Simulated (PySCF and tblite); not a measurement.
Values are calculated unless marked as measured or tabulated.
# Barrier and rate of a pyramidal inversion

System: C4H9NO, numbered as in [CH2:1]1[CH2:2][NH:3][CH2:4][O:5][CH2:6]1.

Motion: pyramidal inversion at N3. Geometries: PBE0-D3(BJ)/def2-SVP; energies: PBE0/pcSseg-1 + D3(BJ); zero-point and thermal terms from GFN2-xTB harmonic modes (soft modes blended into free rotors). Rate constants are transition-state-theory values, counting equivalent paths, without tunnelling. (PySCF 2.14 with density fitting, tblite 0.8.)

| point | symmetry | E(GFN2) kcal/mol | E(DFT) kcal/mol | ZPE change kcal/mol | lowest mode cm⁻¹ | dipole D |
| --- | --- | --- | --- | --- | --- | --- |
| start | C1 | 0.0 | 0.0 | 0.00 | 243 | 1.35 |
| saddle | C1 | 7.5 | 6.3 | -1.32 | 660i | 1.73 |
| end | C1 | 3.6 | 3.5 | -0.42 | 239 | 2.08 |

```json
{
 "Electronic barrier": "6.3 kcal/mol",
 "Barrier with zero-point energy": "5.0 kcal/mol",
 "ΔH‡ (298 K)": "4.9 kcal/mol",
 "ΔS‡ (298 K, symmetry apart)": "0.0 cal/(mol K)",
 "Paths": "1 equivalent path",
 "End point": "a different minimum",
 "Mean lifetime of the start against this motion at 298 K": "660 ps",
 "Cost": "3.7 min on 1 thread of Intel Xeon @ 2.80GHz (shared host) (rough), peak memory 0.74 GiB, launched as `OMP_NUM_THREADS=1 python ens_run.py task.json out`"
}
```

| T/K | ΔG‡ kcal/mol | k s⁻¹ | ΔG kcal/mol | k back s⁻¹ |
| --- | --- | --- | --- | --- |
| 200 | 4.9 | 1.7×10⁷ | 3.1 | 3.9×10¹⁰ |
| 250 | 4.9 | 2.6×10⁸ | 3.1 | 1.2×10¹¹ |
| 298 | 4.9 | 1.5×10⁹ | 3.1 | 2.7×10¹¹ |
| 350 | 4.9 | 6.1×10⁹ | 3.0 | 4.9×10¹¹ |
| 400 | 4.9 | 1.7×10¹⁰ | 3.0 | 7.6×10¹¹ |
| 500 | 5.0 | 7×10¹⁰ | 3.0 | 1.4×10¹² |

ΔG and ΔG‡ leave out symmetry numbers and mirror images; rates count paths: 1 out, 1 back.
